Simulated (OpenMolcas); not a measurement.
**AlH3O (SMILES [OH][AlH2]) at 6 levels**

We compute a comparison of 6 runs (HF/STO-3G, M06-2X/STO-3G, SVWN5/STO-3G, UB3LYP/STO-3G, UPBE/STO-3G, CCSD(T)/STO-3G) of AlH3O. 

The results are computed with OpenMolcas 26.06.

1 further run of the same task is left out (set aside as unsound or not needed).

## Step 1: The structure to begin with

AlH3O: 5 atoms, total charge 0, spin state singlet. As SMILES, `[OH][AlH2]`. The O1–H3 distance was set to 1.185 Å, away from the relaxed value.

Bond lengths: O1–Al2 1.635 Å, Al2–H4 1.531 Å, Al2–H5 1.531 Å. Angles: O1–Al2–H4 120.1°, O1–Al2–H5 119.9°, H4–Al2–H5 120.0°. A long bond or contact: O1–H3 1.185 Å.

## Step 2: The energy at HF/STO-3G (run 1)

run.input

```
* AlH3O Hartree-Fock
>>> EXPORT MOLCAS_PRINT=2
&GATEWAY
BasLib = $CurrDir
Coord
5
angstrom
O        0.365808      -0.659200       0.415712
Al      -0.330302       0.592340      -0.374058
H        0.871080      -1.565960       0.987920
H       -1.247202       0.329370      -1.571748
H       -0.063542       2.028770       0.084462
Basis = STO-3G
Group = NoSym
&SEWARD
&SCF
Thresholds = 1e-10 1e-07 1e-07 1e-05
PrOrbitals = 1 1
```

The basis set STO-3G is read from a file made from the Basis Set Exchange's data (not shown).

Launch:

```console
$ export MOLCAS_MEM=1860
$ pymolcas run.input > run.log
```

Standard output:

```text
--- Start Module: gateway ---
[...]
--- Stop Module: gateway /rc=_RC_ALL_IS_WELL_ ---
--- Start Module: seward ---
[...]
      Basis functions           17
--- Stop Module: seward /rc=_RC_ALL_IS_WELL_ ---
--- Start Module: scf ---
[...]
       Convergence after  10 Iterations
[...]
::    Total SCF energy                               -314.5382938178
[...]
      Total spin, S                                     0.0000000000
[...]
      Total electronic charge=   24.000000
      Total            charge=   -0.000000
[...]
      Dipole Moment (debye):
      Origin of the operator (angstrom)=   -0.0762    0.1356   -0.0858
                   X=  2.6354E-01               Y= -4.8290E-01               Z=  3.0080E-01           Total=  6.2700E-01
      Quadrupole Moment (debye*angstrom):
[...]
--- Stop Module: scf /rc=_RC_ALL_IS_WELL_ ---
[...]
```

Run time: 1.6 s. Hardware: 1 thread of Arm Neoverse V2, shared host; peak memory 0.37 GiB.

## Step 3: A single-point energy at M06-2X/STO-3G (run 2)

run.inp

```
&GATEWAY
BasLib=$CurrDir
Coord
5
angstrom
O        0.365808      -0.659200       0.415712
Al      -0.330302       0.592340      -0.374058
H        0.871080      -1.565960       0.987920
H       -1.247202       0.329370      -1.571748
H       -0.063542       2.028770       0.084462
Basis=STO-3G
Group=NoSym
&SEWARD
GridInput
Grid=UltraFine
End of Grid
&SCF
KSDFT=M062X
Thresholds=1e-10 1e-07 1e-07 1e-05
PrOrbitals=1 1
```

The basis set STO-3G is read from a file made from the Basis Set Exchange's data (not shown).

Launch:

```console
$ export MOLCAS_MEM=1860
$ pymolcas run.inp > run.log
```

Standard output:

```text
--- Start Module: gateway ---
[...]
--- Stop Module: gateway /rc=_RC_ALL_IS_WELL_ ---
--- Start Module: seward ---
[...]
      Basis functions           17
--- Stop Module: seward /rc=_RC_ALL_IS_WELL_ ---
--- Start Module: scf ---
[...]
       Convergence after  11 Iterations
[...]
::    Total KS-DFT energy                            -315.4248255340
[...]
      Total spin, S                                     0.0000000000
[...]
      Total electronic charge=   24.000000
      Total            charge=   -0.000000
[...]
      Dipole Moment (debye):
      Origin of the operator (angstrom)=   -0.0762    0.1356   -0.0858
                   X=  5.1801E-01               Y= -9.3942E-01               Z=  5.8909E-01           Total=  1.2239E+00
      Quadrupole Moment (debye*angstrom):
[...]
--- Stop Module: scf /rc=_RC_ALL_IS_WELL_ ---
[...]
```

It took 4.5 s on 1 thread of Arm Neoverse V2, shared host; peak memory 0.37 GiB.

Run 3 isn't shown in full; the table further down has it.

## Step 4: The energy at UB3LYP/STO-3G (run 4)

run.input

```
* AlH3O Kohn-Sham DFT
>>> EXPORT MOLCAS_PRINT=2

&GATEWAY
  BASLIB=$CurrDir
  COORD
  5
  angstrom
  O        0.365808      -0.659200       0.415712
  Al      -0.330302       0.592340      -0.374058
  H        0.871080      -1.565960       0.987920
  H       -1.247202       0.329370      -1.571748
  H       -0.063542       2.028770       0.084462
  BASIS=STO-3G
  GROUP=NoSym

&SEWARD
  GRIDINPUT
  Grid=UltraFine
  End of Grid

&SCF
  UHF
  KSDFT=B3LYP
  THRESHOLDS=1e-10 1e-07 1e-07 1e-05
  SCRAMBLE=0.25
  PRORBITALS=1 1
```

The basis set STO-3G is read from a file made from the Basis Set Exchange's data (not shown).

Launch:

```console
$ export MOLCAS_MEM=1860
$ pymolcas run.input > run.log
```

Standard output:

```text
--- Start Module: gateway ---
[...]
--- Stop Module: gateway /rc=_RC_ALL_IS_WELL_ ---
--- Start Module: seward ---
[...]
      Basis functions           17
--- Stop Module: seward /rc=_RC_ALL_IS_WELL_ ---
--- Start Module: scf ---
[...]
       Convergence after  15 Iterations
[...]
::    Total KS-DFT energy                            -315.4309443219
[...]
      Total spin, S                                    -0.0000000000
[...]
      Total electronic charge=   24.000000
      Total            charge=   -0.000000
[...]
      Dipole Moment (debye):
      Origin of the operator (angstrom)=   -0.0762    0.1356   -0.0858
                   X=  5.5938E-01               Y= -1.0135E+00               Z=  6.3595E-01           Total=  1.3208E+00
      Quadrupole Moment (debye*angstrom):
[...]
--- Stop Module: scf /rc=_RC_ALL_IS_WELL_ ---
[...]
```

Wall time 6.6 s (1 thread of Arm Neoverse V2, shared host); peak memory 0.37 GiB.

Run 5 isn't shown in full; the table further down has it.

## Step 5: The energy at CCSD(T)/STO-3G (run 6)

run.inp

```
* AlH3O CCSD(T)
>>> EXPORT MOLCAS_PRINT=2

&gateway
  baslib
  $CurrDir
  coord
  5
  angstrom
  O        0.365808      -0.659200       0.415712
  Al      -0.330302       0.592340      -0.374058
  H        0.871080      -1.565960       0.987920
  H       -1.247202       0.329370      -1.571748
  H       -0.063542       2.028770       0.084462
  basis
  STO-3G
  group
  NoSym

&seward

&scf
  thresholds
  1e-10 1e-07 1e-07 1e-05
  prorbitals
  1 1

&rasscf
  fileorb
  $Project.ScfOrb
  spin
  1
  nactel
  0 0 0
  inactive
  12
  ras2
  0
  outorbitals
  Canonical
  orblisting
  Nothing

&motra
  jobiph
  frozen
  6

&ccsdt
  cct
  triples
  2
  iterations
  80
  accuracy
  1e-08
  extrapolation
  5 4
```

The basis set STO-3G is read from a file made from the Basis Set Exchange's data (not shown).

Launch:

```console
$ export MOLCAS_MEM=1860
$ pymolcas run.inp > run.log
```

Standard output:

```text
--- Start Module: gateway ---
[...]
--- Stop Module: gateway /rc=_RC_ALL_IS_WELL_ ---
[...]
      Basis functions           17
[...]
       Convergence after  10 Iterations
[...]
::    Total SCF energy                               -314.5382938178
[...]
      Total spin, S                                     0.0000000000
[...]
      Number of active orbitals                  0
[...]
      Spin quantum number                      0.0
[...]
      Active orbitals                            0
[...]
      Number of CSFs                             1
[...]
      Number of root(s) required                 1
[...]
      Convergence after  4 iterations
[...]
      Natural orbitals and occupation numbers for root  1
      ************************************************************************************************************************
      *                                                    Final results                                                     *
      ************************************************************************************************************************
[...]
::    RASSCF root number  1 Total energy:   -314.53829382
[...]
      Total electronic charge=   24.000000
      Total            charge=   -0.000000
[...]
      Dipole Moment (debye):
      Origin of the operator (angstrom)=   -0.0762    0.1356   -0.0858
                   X=  2.6354E-01               Y= -4.8290E-01               Z=  3.0080E-01           Total=  6.2700E-01
      Quadrupole Moment (debye*angstrom):
[...]
--- Start Module: motra ---
[...]
      *** WARNING: Default frozen orbitals is overwritten by user input.
      *** Default values:   3
[...]
--- Stop Module: motra /rc=_RC_ALL_IS_WELL_ ---
--- Start Module: ccsdt ---
[...]
      Convergence after                    14  Iterations
      Total energy (diff) :    -314.63424527      -0.00000000
[...]
 METHOD                       : CCSD+T(CCSD)+<T3(1)WT1> = CCSD(T)
[...]
       CCSD     =      -314.6342452737460
[...]
--- Stop Module: ccsdt /rc=_RC_ALL_IS_WELL_ ---
[...]
```

Wall time 2 s (1 thread of Arm Neoverse V2, shared host); peak memory 0.37 GiB.

## Step 6: Overview of the runs

```
run           level  integration grid  scramble  energy (Eh)  dipole moment (D) of the reference  HOMO energy (eV)  LUMO energy (eV)  wall time
  1       HF/STO-3G                 –         –  -314.538294                                0.63             -7.52              9.95      1.6 s
  2   M06-2X/STO-3G         UltraFine         –  -315.424826                                1.22             -4.82              6.36      4.5 s
  3    SVWN5/STO-3G         UltraFine         –  -313.759958                                1.62             -1.14              3.59      3.9 s
  4   UB3LYP/STO-3G         UltraFine      0.25  -315.430944                                1.32             -2.81              4.57      6.6 s
  5     UPBE/STO-3G         UltraFine      0.25  -315.187406                                1.51             -1.22              3.47        6 s
  6  CCSD(T)/STO-3G                 –         –  -314.637359                                0.63             -7.52              9.95        2 s
```

## Step 7: Results

| quantity | value |
| --- | --- |
| run 6: total energy | -314.63736 Eh |
| run 6: dipole moment (mean-field density) | 0.63 D |
| run 6: HOMO energy (Hartree–Fock orbitals) | -7.52 eV |
| run 6: LUMO energy (Hartree–Fock orbitals) | 9.95 eV |
| run 6: HOMO–LUMO gap (Hartree–Fock orbitals) | 17.47 eV |
| run 6: correlation energy (6 core orbitals frozen) | -99.1 mEh |
| run 6: (T) correction | -3.11 mEh |

Over runs 1, 2, 3, 4, 5 the dipole moment (its size) runs from 0.63 D (HF/STO-3G) to 1.62 D (SVWN5/STO-3G). Over runs 1, 2, 3, 4, 5 the HOMO–LUMO gap runs from 4.70 eV (UPBE/STO-3G) to 17.47 eV (HF/STO-3G). Totals of different functionals can't be ranked against each other. In runs 1, 2, 3, 4, 5, 6 the basis is minimal, so the values are rough. All runs together took 25 s, the longest 6.6 s.
